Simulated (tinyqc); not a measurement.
CCSD on RHF in the sto-3g basis, frozen core, for CH3-, spin multiplicity 1, step by step (part 2 of 2). The basis has no diffuse functions, so it cannot describe the extra electron: this is an exercise in the method, not the real anion. Computed by tinyqc, a small Python program that keeps every step (integrals from PySCF). Command: `OMP_NUM_THREADS=1 python tinyqc.py 24720 24721 out.jsonl` (the two numbers bound the seeds that draw the settings). One thread of a shared host (Intel(R) Xeon(R) Processor @ 2.60GHz), about 0.2 s of CPU time with the checks.

Geometry (angstrom):
```
atom          x          y         z
C      0.000000   0.000000  0.088000
H      1.008000   0.000000  0.000000
H     -0.504000   0.873000  0.000000
H     -0.504000  -0.873000  0.000000
```

## Convergence

Stop when the energy changes by less than 1e-10 hartree and every element of the error matrix X^T (F D S - S D F) X is below 3e-06.

Course of the cycle:
```
iteration   E (hartree)     change  largest element of the error matrix
1          -38.57408267          -                             4.25e-01
2          -38.78764853  -2.14e-01                             4.53e-02
3          -38.79073514  -3.09e-03                             8.42e-03
4          -38.79090315  -1.68e-04                             9.67e-04
5          -38.79090575  -2.59e-06                             1.42e-04
6          -38.79090577  -2.86e-08                             1.02e-06
7          -38.79090577  -1.36e-12                             1.34e-08
```

PySCF RHF in the same basis = -38.79090577 hartree

Converged in 7 iterations.

## Integrals over molecular orbitals

coefficients C, order 1C 1s, 1C 2s, 1C 2px, 1C 2py, 1C 2pz, 2H 1s, 3H 1s, 4H 1s:
$$\begin{pmatrix}
0.991694 & -0.213285 & 0.000000 & 0.000004 & -0.027078 & -0.246054 & 0.000000 & -0.000065 \\
0.039379 & 0.535876 & 0.000000 & -0.000022 & 0.126042 & 1.636785 & 0.000000 & 0.000483 \\
0.000001 & 0.000015 & 0.000000 & 0.464739 & 0.000001 & -0.000298 & 0.000000 & 1.252248 \\
0.000000 & 0.000000 & 0.464732 & 0.000000 & 0.000000 & 0.000000 & 1.252245 & 0.000000 \\
-0.001755 & -0.032152 & 0.000000 & -0.000001 & 0.992935 & -0.156814 & 0.000000 & -0.000045 \\
-0.008188 & 0.265872 & 0.000000 & 0.566959 & -0.026045 & -0.792139 & 0.000000 & -1.061444 \\
-0.008188 & 0.265851 & 0.491009 & -0.283496 & -0.026048 & -0.792517 & -0.919016 & 0.530376 \\
-0.008188 & 0.265851 & -0.491009 & -0.283496 & -0.026048 & -0.792517 & 0.919016 & 0.530376
\end{pmatrix}$$

core Hamiltonian H = T + V (hartree), order 1C 1s, 1C 2s, 1C 2px, 1C 2py, 1C 2pz, 2H 1s, 3H 1s, 4H 1s:
$$\begin{pmatrix}
-19.330543 & -4.667780 & -0.000002 & 0.000000 & 0.005127 & -1.415805 & -1.415673 & -1.415673 \\
-4.667780 & -6.224102 & -0.000018 & 0.000000 & 0.050021 & -2.989741 & -2.989571 & -2.989571 \\
-0.000002 & -0.000018 & -5.248305 & 0.000000 & 0.000002 & -2.345768 & 1.172789 & 1.172789 \\
0.000000 & 0.000000 & 0.000000 & -5.248307 & 0.000000 & 0.000000 & -2.031449 & 2.031449 \\
0.005127 & 0.050021 & 0.000002 & 0.000000 & -5.035226 & 0.218281 & 0.218265 & 0.218265 \\
-1.415805 & -2.989741 & -2.345768 & 0.000000 & 0.218281 & -4.117832 & -0.968501 & -0.968501 \\
-1.415673 & -2.989571 & 1.172789 & -2.031449 & 0.218265 & -0.968501 & -4.117714 & -0.968398 \\
-1.415673 & -2.989571 & 1.172789 & 2.031449 & 0.218265 & -0.968501 & -0.968398 & -4.117714
\end{pmatrix}$$

Given earlier and not repeated: Two-electron integrals (ij|kl) in chemists' order.

(pq|rs) = sum C_ip C_jq C_kr C_ls (ij|kl), one index at a time.

one-electron integrals over orbitals h = C^T H C (hartree):
$$\begin{pmatrix}
-19.311478 & 0.373081 & 0.000000 & -0.000009 & 0.043550 & 0.394433 & 0.000000 & 0.000103 \\
0.373081 & -4.975461 & 0.000000 & -0.000021 & -0.021924 & -0.979229 & 0.000000 & -0.000289 \\
0.000000 & 0.000000 & -4.506249 & 0.000000 & 0.000000 & 0.000000 & -0.974950 & 0.000000 \\
-0.000009 & -0.000021 & 0.000000 & -4.506290 & 0.000004 & 0.000292 & 0.000000 & -0.974922 \\
0.043550 & -0.021924 & 0.000000 & 0.000004 & -5.026571 & 0.074250 & 0.000000 & 0.000017 \\
0.394433 & -0.979229 & 0.000000 & 0.000292 & 0.074250 & -3.867931 & 0.000000 & 0.000093 \\
0.000000 & 0.000000 & -0.974950 & 0.000000 & 0.000000 & 0.000000 & -4.198291 & 0.000000 \\
0.000103 & -0.000289 & 0.000000 & -0.974922 & 0.000017 & 0.000093 & 0.000000 & -4.198276
\end{pmatrix}$$

Two-electron integrals over orbitals (pq|rs), unique and non-zero (hartree); the lowest 1 orbital is frozen and left out:
```
(22|22) 0.504151    (32|32) 0.128351    (33|22) 0.490964    (33|33) 0.543760
(42|22) 0.000010    (42|33) -0.066608   (42|42) 0.128357    (43|32) -0.066611
(43|43) 0.052859    (44|22) 0.490976    (44|33) 0.438058    (44|42) 0.066605
(44|44) 0.543758    (52|22) -0.008483   (52|33) -0.003377   (52|42) 1.32e-07
(52|44) -0.003377   (52|52) 0.083844    (53|32) -0.000833   (53|43) 0.001593
(53|53) 0.020400    (54|22) -5.67e-08   (54|33) 0.001593    (54|42) -0.000832
(54|44) -0.001593   (54|52) -1.37e-06   (54|54) 0.020400    (55|22) 0.531594
(55|33) 0.489634    (55|42) 1.54e-06    (55|44) 0.489639    (55|52) 0.021932
(55|54) -1.14e-06   (55|55) 0.675579    (62|22) 0.066643    (62|33) 0.038158
(62|42) -4.16e-06   (62|44) 0.038168    (62|52) -0.004774   (62|54) -1.32e-06
(62|55) 0.131172    (62|62) 0.078224    (63|32) -0.041633   (63|43) 0.040813
(63|53) 0.002397    (63|63) 0.059544    (64|22) -0.000022   (64|33) 0.040787
(64|42) -0.041606   (64|44) -0.040810   (64|52) -2.20e-06   (64|54) 0.002396
(64|55) -0.000036   (64|62) -0.000031   (64|64) 0.059513    (65|22) -0.013135
(65|33) -0.005472   (65|42) -3.06e-06   (65|44) -0.005475   (65|52) 0.073412
(65|54) -0.000007   (65|55) 0.005759    (65|62) -0.013696   (65|64) 1.48e-06
(65|65) 0.073396    (66|22) 0.491318    (66|33) 0.482243    (66|42) -0.000055
(66|44) 0.482186    (66|52) -0.017385   (66|54) 9.23e-07    (66|55) 0.519561
(66|62) 0.054661    (66|64) 0.000006    (66|65) -0.021426   (66|66) 0.501701
(72|32) 0.008699    (72|43) 0.021024    (72|53) 0.004850    (72|63) 0.043539
(72|72) 0.051915    (73|22) 0.065353    (73|33) 0.019238    (73|42) 0.051558
(73|44) 0.065235    (73|52) 0.008736    (73|54) -0.001564   (73|55) 0.116546
(73|62) 0.072485    (73|64) -0.029388   (73|65) -0.000820   (73|66) 0.046442
(73|73) 0.110255    (74|32) 0.051558    (74|43) -0.023001   (74|53) -0.001564
(74|63) -0.029385   (74|72) -0.004172   (74|74) 0.036766    (75|32) 0.011742
(75|43) -0.005087   (75|53) 0.018607    (75|63) -0.002682   (75|72) 0.004201
(75|74) 0.004519    (75|75) 0.025064    (76|32) 0.110225    (76|43) -0.057472
(76|53) -0.001132   (76|63) -0.039985   (76|72) 0.004860    (76|74) 0.050464
(76|75) 0.010402    (76|76) 0.109097    (77|22) 0.518600    (77|33) 0.539623
(77|42) -0.023008   (77|44) 0.476161    (77|52) 0.003958    (77|54) 0.002494
(77|55) 0.550699    (77|62) 0.074779    (77|64) 0.034285    (77|65) -0.002543
(77|66) 0.516247    (77|73) 0.072844    (77|77) 0.595285    (82|22) 0.000021
(82|33) 0.021038    (82|42) 0.008693    (82|44) -0.021015   (82|52) -7.44e-07
(82|54) 0.004850    (82|55) 0.000038    (82|62) 0.000010    (82|64) 0.043539
(82|65) -4.47e-06   (82|66) 0.000014    (82|73) -0.004153   (82|77) 0.029641
(82|82) 0.051915    (83|32) 0.051549    (83|43) -0.022991   (83|53) -0.001563
(83|63) -0.029370   (83|72) -0.004160   (83|74) 0.031909    (83|75) 0.004519
(83|76) 0.050455    (83|83) 0.036751    (84|22) 0.065343    (84|33) 0.065244
(84|42) -0.051572   (84|44) 0.019230    (84|52) 0.008737    (84|54) 0.001564
(84|55) 0.116543    (84|62) 0.072485    (84|64) 0.029357    (84|65) -0.000817
(84|66) 0.046492    (84|73) 0.041566    (84|77) 0.085657    (84|82) 0.004203
(84|84) 0.110271    (85|22) -2.52e-06   (85|33) -0.005088   (85|42) 0.011742
(85|44) 0.005084    (85|52) 0.000020    (85|54) 0.018607    (85|55) 1.92e-06
(85|62) -4.69e-06   (85|64) -0.002679   (85|65) 0.000013    (85|66) -0.000011
(85|73) 0.004519    (85|77) -0.000224   (85|82) 0.004200    (85|84) -0.004520
(85|85) 0.025063    (86|22) 1.84e-06    (86|33) -0.057456   (86|42) 0.110215
(86|44) 0.057439    (86|52) -0.000005   (86|54) -0.001131   (86|55) -0.000006
(86|62) -0.000007   (86|64) -0.039940   (86|65) -0.000008   (86|66) -0.000059
(86|73) 0.050452    (86|77) -0.021427   (86|82) 0.004871    (86|84) -0.050480
(86|85) 0.010402    (86|86) 0.109074    (87|32) -0.022980   (87|43) 0.031720
(87|53) 0.002495    (87|63) 0.034302    (87|72) 0.029619    (87|74) -0.006392
(87|75) -0.000221   (87|76) -0.021407   (87|83) -0.006382   (87|87) 0.034434
(88|22) 0.518603    (88|33) 0.476126    (88|42) 0.023070    (88|44) 0.539655
(88|52) 0.003958    (88|54) -0.002496   (88|55) 0.550699    (88|62) 0.074792
(88|64) -0.034354   (88|65) -0.002543   (88|66) 0.516224    (88|73) 0.085678
(88|77) 0.526384    (88|82) -0.029594   (88|84) 0.072806    (88|85) 0.000228
(88|86) 0.021464    (88|88) 0.595307
```

## CCSD: starting amplitudes

orbital energies (hartree): MO1 -10.353688, MO2 -0.435329, MO3 -0.112266, MO4 -0.112264, MO5 0.225887, MO6 1.190656, MO7 1.323694, MO8 1.323703

t_ij^ab = <ij||ab> / (e_i + e_j - e_a - e_b), whose energy is MP2.

Starting amplitudes (spin orbitals 1a, 1b, ...; amplitudes related by a flip of all spins are not repeated; the 24 largest):
```
from      to          t
4a 4b  8a 8b  -0.038396
3a 3b  7a 7b  -0.038391
5a 5b  6a 6b  -0.038038
2a 2b  6a 6b  -0.024054
2a 3b  6a 7b  -0.023673
2a 4b  6a 8b  -0.023673
3a 3b  6a 6b  -0.022850
4a 4b  6a 6b  -0.022838
2a 2b  7a 7b  -0.014757
2a 2b  8a 8b  -0.014757
3a 4b  7a 8b  -0.014473
2a 3b  6b 7a   0.014219
2a 4b  6b 8a   0.014219
4a 4b  7a 7b  -0.012802
3a 3b  8a 8b  -0.012796
5a 5b  7a 7b  -0.011415
5a 5b  8a 8b  -0.011415
3a 4b  7b 8a   0.011111
3a 4b  6b 7a  -0.010730
3a 4b  6a 7b   0.010729
3a 3b  6a 8b   0.010723
4a 4b  6a 8b  -0.010719
2a 3a  6a 7a  -0.009454
2a 4a  6a 8a  -0.009453
```

correlation energy = -0.03413405 hartree

## CCSD: amplitude update 1

t_i^a D_i^a and t_ij^ab D_ij^ab are set to the remaining terms of the spin-orbital equations, evaluated with the old amplitudes; for the doubles these are <ij||ab> + 1/2 <ab||ef> t_ij^ef + 1/2 <mn||ij> t_mn^ab + P(ij)P(ab) <mb||ej> t_im^ae + terms in t^2 + terms with t1, D the orbital-energy denominators.

Amplitudes after update 1 (spin orbitals 1a, 1b, ...; amplitudes related by a flip of all spins are not repeated; the 24 largest):
```
from      to          t
5a 5b  6a 6b  -0.049965
4a 4b  8a 8b  -0.048694
3a 3b  7a 7b  -0.048687
2a 3b  6a 7b  -0.030091
2a 4b  6a 8b  -0.030090
3a 3b  6a 6b  -0.029773
4a 4b  6a 6b  -0.029757
2a 2b  6a 6b  -0.028401
2a 3b  6b 7a   0.020185
2a 4b  6b 8a   0.020184
3a 4b  7a 8b  -0.018292
2a 2b  8a 8b  -0.017672
2a 2b  7a 7b  -0.017672
3a 4b  7b 8a   0.016025
4a 4b  7a 7b  -0.014364
3a 4b  6b 7a  -0.014359
3a 4b  6a 7b   0.014358
3a 3b  8a 8b  -0.014357
3a 3b  6a 8b   0.014349
4a 4b  6a 8b  -0.014344
5a 5b  7a 7b  -0.012867
5a 5b  8a 8b  -0.012867
2a 3a  6a 7a  -0.009906
2a 4a  6a 8a  -0.009906
```

correlation energy = -0.04350387 hartree

## CCSD: amplitude update 2

As before.

Amplitudes after update 2 (spin orbitals 1a, 1b, ...; amplitudes related by a flip of all spins are not repeated; the 24 largest):
```
from      to          t
5a 5b  6a 6b  -0.054029
4a 4b  8a 8b  -0.051939
3a 3b  7a 7b  -0.051931
3a 3b  6a 6b  -0.032035
4a 4b  6a 6b  -0.032017
2a 3b  6a 7b  -0.031811
2a 4b  6a 8b  -0.031809
2a 2b  6a 6b  -0.029504
2a 3b  6b 7a   0.022323
2a 4b  6b 8a   0.022322
3a 4b  7a 8b  -0.019426
2a 2b  8a 8b  -0.018441
2a 2b  7a 7b  -0.018441
3a 4b  7b 8a   0.018034
3a 4b  6b 7a  -0.015431
3a 4b  6a 7b   0.015431
3a 3b  6a 8b   0.015421
4a 4b  6a 8b  -0.015416
4a 4b  7a 7b  -0.014465
3a 3b  8a 8b  -0.014457
5a 5b  7a 7b  -0.012585
5a 5b  8a 8b  -0.012585
2a 3a  6a 7a  -0.009487
2a 4a  6a 8a  -0.009487
```

correlation energy = -0.04628995 hartree

## CCSD: amplitude update 3

t_i^a D_i^a and t_ij^ab D_ij^ab are set to the remaining terms of the spin-orbital equations, evaluated with the old amplitudes; for the doubles these are <ij||ab> + 1/2 <ab||ef> t_ij^ef + 1/2 <mn||ij> t_mn^ab + P(ij)P(ab) <mb||ej> t_im^ae + terms in t^2 + terms with t1, D the orbital-energy denominators. DIIS then mixes the stored amplitudes.

DIIS coefficients: [-0.517365, 1.517365]

Amplitudes after update 3 (spin orbitals 1a, 1b, ...; amplitudes related by a flip of all spins are not repeated; the 24 largest):
```
from      to          t
5a 5b  6a 6b  -0.056327
4a 4b  8a 8b  -0.053624
3a 3b  7a 7b  -0.053617
3a 3b  6a 6b  -0.033086
4a 4b  6a 6b  -0.033068
2a 3b  6a 7b  -0.032566
2a 4b  6a 8b  -0.032565
2a 2b  6a 6b  -0.030043
2a 3b  6b 7a   0.023492
2a 4b  6b 8a   0.023491
3a 4b  7a 8b  -0.019989
3a 4b  7b 8a   0.019236
2a 2b  8a 8b  -0.018788
2a 2b  7a 7b  -0.018788
3a 4b  6b 7a  -0.015886
3a 4b  6a 7b   0.015885
3a 3b  6a 8b   0.015875
4a 4b  6a 8b  -0.015870
4a 4b  7a 7b  -0.014386
3a 3b  8a 8b  -0.014378
5a 5b  7a 7b  -0.012011
5a 5b  8a 8b  -0.012011
2a 5b  6a 6b   0.009481
2a 3a  6a 7a  -0.009074
```

correlation energy = -0.04762988 hartree

## CCSD: convergence

E_corr = 1/4 sum <ij||ab> t_ij^ab + 1/2 sum <ij||ab> t_i^a t_j^b; stop when the norm of the change is below 1e-8.

Course of the amplitude iterations:
```
update  correlation energy (hartree)  norm of the change
0                        -0.03413405                   -
1                        -0.04350387            6.40e-02
2                        -0.04628995            2.09e-02
3                        -0.04762988            7.39e-03
4                        -0.04762647            7.97e-04
5                        -0.04762799            1.22e-04
6                        -0.04762747            1.19e-05
7                        -0.04762764            2.01e-06
8                        -0.04762759            4.93e-07
9                        -0.04762759            9.36e-08
10                       -0.04762759            2.85e-08
11                       -0.04762759            3.88e-09
```

Converged amplitudes (spin orbitals 1a, 1b, ...; amplitudes related by a flip of all spins are not repeated; the 24 largest):
```
from      to          t
5a 5b  6a 6b  -0.056622
4a 4b  8a 8b  -0.053700
3a 3b  7a 7b  -0.053693
3a 3b  6a 6b  -0.032968
4a 4b  6a 6b  -0.032950
2a 3b  6a 7b  -0.032541
2a 4b  6a 8b  -0.032540
2a 2b  6a 6b  -0.030098
2a 3b  6b 7a   0.023550
2a 4b  6b 8a   0.023549
3a 4b  7a 8b  -0.020007
3a 4b  7b 8a   0.019338
2a 2b  8a 8b  -0.018780
2a 2b  7a 7b  -0.018779
3a 4b  6b 7a  -0.015818
3a 4b  6a 7b   0.015818
3a 3b  6a 8b   0.015807
4a 4b  6a 8b  -0.015802
4a 4b  7a 7b  -0.014342
3a 3b  8a 8b  -0.014334
5a 5b  7a 7b  -0.011718
5a 5b  8a 8b  -0.011718
2a 5b  6a 6b   0.009595
2a 3a  6a 7a  -0.008991
```

CCSD total energy = -38.83853336 hartree

T1 diagnostic, norm of the one-spin t1 over sqrt(correlated electrons) = 0.001482

Converged in 11 updates, with DIIS from the third.
